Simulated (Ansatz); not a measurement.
CH2ClFO, SMILES `OC(F)Cl`. Total charge 0; spin multiplicity 1.

```xyz
6

O    -0.908   -0.140    0.651
C     0.026    0.235   -0.244
F     0.074   -0.617   -1.299
Cl    1.674    0.278    0.463
H    -0.661   -0.992    1.031
H    -0.205    1.236   -0.602
```

Q: What are the harmonic wavenumbers in cm⁻¹ at PBE0-D4/def2-TZVP (Ansatz, finite differences of forces, unscaled)? (Estimate.)

A: The calculation gave: 315, 381, 458, 595, 741, 1051, 1181, 1272, 1343, 1422, 3162, 3812.

Q: Is this a minimum?

A: Yes, all 12 modes are real.

Q: Give the ideal-gas thermochemistry at 298.15 K and 1 bar (rigid rotor, harmonic oscillator; point group C1, symmetry number 1).

A: Zero-point energy 94.1 kJ/mol; H(298) − E = 107.5 kJ/mol; entropy 286.0 J/(mol·K), of which translation 164.2, rotation 104.9, vibration 17.0; G(298) − E = 22.2 kJ/mol.

Q: And at 400, 500, 600, 800 and 1000 K?

A: 
```tsv
T (K)	H − E (kJ/mol)	S (J/mol/K)	G − E (kJ/mol)
400	114.6	306.3	-8.0
500	122.5	324.0	-39.5
600	131.3	340.0	-72.7
800	150.5	367.6	-143.6
1000	171.4	390.9	-219.5
```
